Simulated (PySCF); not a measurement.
# Vertical excitation energies

C4H5NO.
SMILES with atom numbers: `[N:1]#[C:2][C@H:3]1[CH2:4][CH2:5][O:6]1` (hydrogens: H7 on C3; H8, H9 on C4; H10, H11 on C5)

Geometry (PBE0-D3(BJ)/def2-SVP, Å), atoms numbered from 1 in this order:
```
atom  x, y, z in Å
N1     2.8914   -0.2173   -0.2199
C2     1.8097   -0.1689    0.1876
C3     0.4319   -0.0909    0.6853
C4    -0.5300    0.7837   -0.1446
C5    -1.2426   -0.5454   -0.4158
O6    -0.3247   -1.2616    0.4170
H7     0.4705    0.1414    1.7646
H8    -1.0936    1.5137    0.4494
H9    -0.0814    1.2811   -1.0133
H10   -2.2782   -0.6238   -0.0460
H11   -1.2100   -0.8952   -1.4613
```

Level of theory: TDDFT CAM-B3LYP/def2-SVPD, vertical, gas phase, core orbitals frozen in the response (PySCF).

```csv
state,E (eV),E (hartree),f,|μ| (D),"main configurations (H = HOMO, L = LUMO)"
S1,6.75,0.2482,0.0036,0.38,H→L (93%)
S2,7.20,0.2646,0.0011,0.20,"H-1→L (65%), H-2→L (9%)"
S3,7.48,0.2748,0.013,0.69,H→L+1 (87%)
S4,7.76,0.2851,0.0053,0.42,"H-2→L (30%), H-1→L+3 (13%), H-3→L (13%)"
S5,7.98,0.2934,0.0049,0.40,"H-2→L+3 (15%), H-2→L+1 (13%), H-3→L+3 (12%)"
S6,8.13,0.2989,0.0022,0.27,H→L+2 (80%)
S7,8.38,0.3080,0.0036,0.34,H→L+3 (76%)
S8,8.50,0.3124,0.011,0.60,"H-3→L (43%), H-2→L (32%)"
S9,8.73,0.3207,0.0053,0.40,"H→L+4 (62%), H-4→L (11%)"
S10,8.84,0.3249,0.020,0.78,"H-4→L (55%), H→L+5 (16%)"
```

Triplets (Tamm–Dancoff): T1 6.04 eV, H→L (21%), H-3→L (18%), H-2→L (16%); T2 6.38 eV, H→L (63%); T3 6.58 eV, H-1→L (45%), H-2→L (10%); T4 6.74 eV, H-1→L+3 (18%), H-2→L (9%), H-3→L (9%).

The lowest singlet lies at 6.75 eV (184 nm, vacuum ultraviolet) and is very weak; its leading configuration is HOMO→LUMO (93%). The most intense listed level is S10 at 8.84 eV (140 nm, f = 0.020), 2.09 eV above S1. It is the last of those listed, so stronger ones may follow. Löwdin shares by element: HOMO oxygen 56%, carbon 18% or more, hydrogen 6% or more (atoms not listed hold the other 19%); LUMO carbon 33% or more, nitrogen 22%, oxygen 16% (atoms not listed hold the other 29%). Orbital energies (eV): HOMO-3 -11.59, HOMO-2 -11.18, HOMO-1 -10.88, HOMO -9.73, LUMO 0.79, LUMO+1 0.93, LUMO+2 1.55. The oscillator strengths of these states sum to 0.071; summed over the whole spectrum of an exact calculation they would give the number of electrons, 44 (Thomas–Reiche–Kuhn). The listed states span 2.09 eV, and the widest gap between neighbours is 0.45 eV (S1 to S2). All these states lie below the vertical ionisation energy of 10.68 eV (ΔSCF). Only the lowest 10 singlets were computed, as vertical energies without vibronic structure.

On an x86-64 server with one thread, on a shared host, this took 3.4 min.
